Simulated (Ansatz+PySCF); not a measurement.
Values are calculated unless marked as measured or tabulated.
Input for PySCF 2.14.0:

```python
from pyscf import gto, scf, mp

# the (T+d) and (D+d) sets load through basis_set_exchange
mol = gto.M(atom="""
Cl 0.000000 0.147050 -1.755680
O 0.000000 -0.508830 0.469120
O 0.000000 0.361780 1.286560
""", basis={'Cl': 'cc-pv(t+d)z', 'O': 'cc-pvtz'}, charge=0, spin=1)
mf = scf.UHF(mol)
mf.kernel()
pt = mp.MP2(mf, frozen=7).run()
print(mf.e_tot, pt.e_corr, pt.e_tot)
```

The script is written out from the run's settings.

Results

| Item | Value |
| --- | --- |
| Converged | yes |
| Reference energy | -609.04612 hartree |
| Correlation energy | -0.68916 hartree |
| Total energy | -609.73528 hartree |
| Spin squared of the determinant | 0.775 |

This is not the lowest solution: another run reaches a determinant 2.78 eV lower.
